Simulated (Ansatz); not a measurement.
**NH₃ (singlet): wave-function methods side by side, 6-31G**

Aim: climb from Hartree-Fock through coupled cluster and multireference methods for NH₃ (singlet) at one geometry and basis, and see what each rung misses.

Method: 6-31G, correlated electrons: outside noble gas; program: Ansatz 0.2.0, Gaussian basis.

To be run: UHF; CCSD(T) on RHF; BCCD(T) on RHF; CISD; CCSDT(Q) on RHF; CISDTQ; CCSDTQ on RHF; CASSCF and MRCISD+Q, 8 electrons in 7 orbitals; CASSCF and MRCISD+Q(relaxed), 8 electrons in 7 orbitals; CASSCF and NEVPT2, 8 electrons in 7 orbitals; Full CI.

## 1. The geometry

The geometry is an MP2(full)/6-31G* stationary point (not a proven minimum).

4 atoms, charge 0, spin multiplicity 1.

Atoms are counted from 1 here; the program's logs count them from 0.

Bond lengths: N1–H2 1.017 Å, N1–H3 1.017 Å, N1–H4 1.017 Å. Angles: H2–N1–H3 106.3°, H2–N1–H4 106.3°, H3–N1–H4 106.3°.

In the tables R marks a restricted determinant and U an unrestricted one; 'valence' is the active space of 8 electrons in 7 orbitals; correlation energies count from the lowest restricted Hartree-Fock solution.

## 2. UHF

Input file in.yaml:

```yaml
crystal:
  periodic: [false, false, false]
  atoms:
    - {symbol: N, position_ang: [0.000000, 0.000000, 0.068943]}
    - {symbol: H, position_ang: [0.000000, 0.939731, -0.319354]}
    - {symbol: H, position_ang: [0.813831, -0.469865, -0.319354]}
    - {symbol: H, position_ang: [-0.813831, -0.469866, -0.319353]}
basis:
  gaussian: {orbitals: 6-31G}
magnetization: {spin_polarized: true, initial_magnetization: 0}
hamiltonian: {xc: hf}
output: {orbitals: {seedname: orbitals}}
```

On the command line:

```
$ ansatz run in.yaml --threads 1 --pin off --events-out ev --progress --plain --max-ram 3020MiB --backend cpu
```

The runs that follow: CCSD(T) on RHF; BCCD(T) on RHF; CISD; CCSDT(Q) on RHF; CISDTQ; CCSDTQ on RHF; CASSCF and MRCISD+Q, 8 electrons in 7 orbitals; CASSCF and MRCISD+Q(relaxed), 8 electrons in 7 orbitals; CASSCF and NEVPT2, 8 electrons in 7 orbitals; Full CI.

Q: Predict the results of all the runs planned. Wanted: correlation energy, FCI; RMP2 from FCI; RCCSD from FCI; RCCSD(T) from FCI; RCCSDT(Q) from FCI; NEVPT2 valence from FCI; MRCISD+Q valence from FCI; T1 diagnostic; effectively unpaired electrons.

As calculated:

| quantity | value |
| --- | --- |
| correlation energy, FCI | -3.5654 eV |
| RMP2 from FCI | +38.8 kJ/mol |
| RCCSD from FCI | +4.9 kJ/mol |
| RCCSD(T) from FCI | +1.1 kJ/mol |
| RCCSDT(Q) from FCI | 0.0 kJ/mol |
| NEVPT2 valence from FCI | +26.7 kJ/mol |
| MRCISD+Q valence from FCI | 0.0 kJ/mol |
| levels within 1 kcal/mol (43 meV) | RCCSD(T), BCCD(T), RCCSDT, CISDTQ, RCCSDT(Q), RCCSDTQ, MRCISD valence, MRCISD+Q valence, MRCISD+Q(relaxed) valence |
| T1 diagnostic | 0.006 |
| effectively unpaired electrons | 0.02 |

**Reading.** RCCSD(T) lands +1.1 kJ/mol from the yardstick (0.3 % of the correlation energy). MRCISD+Q(relaxed) valence falls below full CI, which methods that aren't variational can do. One determinant dominates. Of the multireference levels listed MRCISD+Q valence comes nearest (0.0 kJ/mol). These misses are within one basis and frozen core, not against nature; frozen cores of the runs differ by up to some meV.
